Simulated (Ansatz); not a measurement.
Input file:

```yaml
crystal:
  periodic: [false, false, false]
  atoms:
    - {symbol: Ge, position_ang: [0.000000, -0.062489, 1.201709]}
    - {symbol: Ge, position_ang: [0.000000, 0.062489, -1.201709]}
    - {symbol: H, position_ang: [0.000000, 1.452439, 1.654456]}
    - {symbol: H, position_ang: [0.000000, -1.452439, -1.654456]}
basis:
  gaussian: {orbitals: cc-pVTZ}
total_charge: 1
magnetization: {spin_polarized: false, initial_magnetization: 1}
correlation: {method: ccsdt_q, electrons: outside_noble_gas}
```

```sh
$ ansatz run in.yaml --threads 2 --pin off --events-out ev --progress --plain --max-ram 16896MiB --backend cuda --devices 0, --max-vram 18GiB
```

Log:

```
1332 factors; integrals over basis functions are off by at most 2.1e-7 eV
mean field evaluation 1: about -112970.9108 eV, gradient 1.1e1 eV
mean field evaluation 2: about -112970.9135 eV, gradient 1.1e1 eV
mean field evaluation 4: about -112971.5163 eV, gradient 1.2e0 eV
mean field evaluation 8: about -112971.5301 eV, gradient 1.4e-3 eV
mean field evaluation 16: about -112971.5926 eV, gradient 1.0e0 eV
mean field evaluation 32: about -112971.5277 eV, gradient 4.2e-1 eV
mean field evaluation 64: about -112971.6336 eV, gradient 6.1e-1 eV
mean field evaluation 96: about -112968.6850 eV, gradient 3.1e0 eV
mean field evaluation 128: about -112968.4324 eV, gradient 1.7e-4 eV
mean field evaluation 160: about -112968.5162 eV, gradient 9.4e-3 eV
...
mean field -112971.68188493 eV, -4151.6327343150 hartree, gradient 1.2e-6 eV, S^2 0.750000; 12 other end points of the search recorded, 0 dependent functions left out
...
determinant -112971.68188493 eV, -4151.6327343150 hartree, with singles and doubles -112977.23948262 eV, -4151.8369722629 hartree
determinant -112971.53006575 eV, -4151.6271550628 hartree, with singles and doubles -112977.40152868 eV, -4151.8429273457 hartree
determinant -112968.72738189 eV, -4151.5241583310 hartree, with singles and doubles -112975.06171247 eV, -4151.7569406860 hartree
determinant -112968.51620922 eV, -4151.5163978784 hartree, with singles and doubles -112974.90852960 eV, -4151.7513113195 hartree
determinant -112968.43235888 eV, -4151.5133164351 hartree, with singles and doubles -112974.37518441 eV, -4151.7317112453 hartree
determinant -112971.68188493 eV, -4151.6327343150 hartree, with singles and doubles -112977.10535917 eV, -4151.8320433169 hartree
determinant -112971.53006575 eV, -4151.6271550628 hartree, with singles and doubles -112977.26510874 eV, -4151.8379140054 hartree
28 core orbitals not correlated: weight in the atoms' cores, before any rotation towards them, 1.000 or more for the frozen orbitals, at most 0.000 for the correlated occupied ones
reference -112971.53006575 eV, -4151.6271550628 hartree; 5, 4 occupied and 81, 82 virtual orbitals, 1332 factors
second order -4.77639715 eV of doubles, -0.03854767 eV of singles
...
cycle  12  -6.09855800 eV  change   -6.8e-7 eV  update   3.8e-5
cycle  13  -6.09859433 eV  change   -3.6e-5 eV  update   2.3e-5
cycle  14  -6.09861932 eV  change   -2.5e-5 eV  update   1.3e-5
cycle  15  -6.09860934 eV  change    1.0e-5 eV  update   7.4e-6
cycle  16  -6.09860368 eV  change    5.7e-6 eV  update   4.6e-6
cycle  17  -6.09860185 eV  change    1.8e-6 eV  update   3.0e-6
cycle  18  -6.09860238 eV  change   -5.3e-7 eV  update   2.0e-6
cycle  19  -6.09860353 eV  change   -1.1e-6 eV  update   1.1e-6
cycle  20  -6.09860489 eV  change   -1.4e-6 eV  update   6.6e-7
cycle  21  -6.09860463 eV  change    2.6e-7 eV  update   3.3e-7
perturbative correction -0.02574454 eV, -0.0009460942 hartree
Total energy: -112977.65441491 eV, -4151.8522207434 hartree
```

The determinant lies 0.15 eV above the lowest one of its kind in the log.

Ran on 2 threads of AMD EPYC 7R13 with a shared H100 80 GB, shared host: 31 s wall, 1.1 GiB peak host memory.
